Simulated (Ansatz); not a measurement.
# AlSiH₃ (triplet): wave-function methods side by side at distance Al1–H4 along a hydrogen transfer = 1.586 Å, cc-pVDZ

How much of the correlation energy of AlSiH₃ (triplet) does each wave-function method recover here?

Program: Ansatz 0.2.0, Gaussian basis. Level of theory: cc-pVDZ, core rule «outside noble gas», up to 10 orbitals frozen. These are calculated values, not measurements.

The runs, in order: UHF; CCSD(T) on ROHF; CCSD(T) on UHF; BCCD(T) on ROHF; CISD; CCSDT(Q) on ROHF; CCSDT(Q) on UHF; CASSCF and MRCISD+Q, 4 electrons in 4 orbitals; CASSCF and NEVPT2, 4 electrons in 4 orbitals.

16 further runs of the same task are left out: 7 for a known fault of the program, 2 for a mislabelled method, 6 that didn't finish, 1 set aside as unsound or not needed.

## (1) The geometry

The geometry derives from fragments relaxed apart (PBE0/def2-TZVP) and kept rigid, so it is no stationary point. A hydrogen atom is moved between rigid fragments.

5 atoms, charge 0, spin multiplicity 3.

Atoms are counted from 1 here; the program's logs count them from 0.

Bond lengths: Al1–H2 1.586 Å, Al1–H3 1.586 Å, Al1–H4 1.586 Å. Angles: H2–Al1–H3 120.0°, H2–Al1–H4 120.0°, H3–Al1–H4 120.0°.

## (2) UHF

File in.yaml:

```yaml
crystal:
  periodic: [false, false, false]
  atoms:
    - {symbol: Al, position_ang: [-1.871050, 0.000000, 0.000000]}
    - {symbol: H, position_ang: [-2.663973, 1.373384, 0.000000]}
    - {symbol: H, position_ang: [-2.663973, -1.373384, 0.000000]}
    - {symbol: H, position_ang: [-0.285202, 0.000000, 0.000000]}
    - {symbol: Si, position_ang: [1.998950, 0.000000, 0.000000]}
basis:
  gaussian: {orbitals: cc-pVDZ}
magnetization: {spin_polarized: true, initial_magnetization: 2}
hamiltonian: {xc: hf}
output: {orbitals: {seedname: orbitals}}
```

Run with:

```
$ ansatz run in.yaml --threads 1 --pin off --events-out ev --progress --plain --max-ram 2393MiB
```

The runs that follow: CCSD(T) on ROHF; CCSD(T) on UHF; BCCD(T) on ROHF; CISD; CCSDT(Q) on ROHF; CCSDT(Q) on UHF; CASSCF and MRCISD+Q, 4 electrons in 4 orbitals; CASSCF and NEVPT2, 4 electrons in 4 orbitals.

Before running them: what should the planned runs give, taken together? Wanted: UCCSDT(Q) below the RHF energy; RMP2 from UCCSDT(Q); UMP2 from UCCSDT(Q); RCCSD from UCCSDT(Q); RCCSD(T) from UCCSDT(Q); UCCSD(T) from UCCSDT(Q); RCCSDT(Q) from UCCSDT(Q); T1 diagnostic.

As calculated:

| quantity | value |
| --- | --- |
| UCCSDT(Q) below the RHF energy | -4.7840 eV |
| RMP2 from UCCSDT(Q) | +1254.7 meV |
| UMP2 from UCCSDT(Q) | +1255.2 meV |
| RCCSD from UCCSDT(Q) | +105.1 meV |
| RCCSD(T) from UCCSDT(Q) | +28.1 meV |
| UCCSD(T) from UCCSDT(Q) | +27.5 meV |
| RCCSDT(Q) from UCCSDT(Q) | +0.1 meV |
| levels within 1 kcal/mol (43 meV) | RCCSD(T), UCCSD(T), BCCD(T), RCCSDT, UCCSDT, RCCSDT(Q) |
| T1 diagnostic | 0.017 |

What this shows: RCCSD(T) lands +28.1 meV from the yardstick (0.6 % of the correlation energy). These misses are within one basis, not against nature; the frozen cores of restricted and unrestricted runs differ, which can shift their rows.
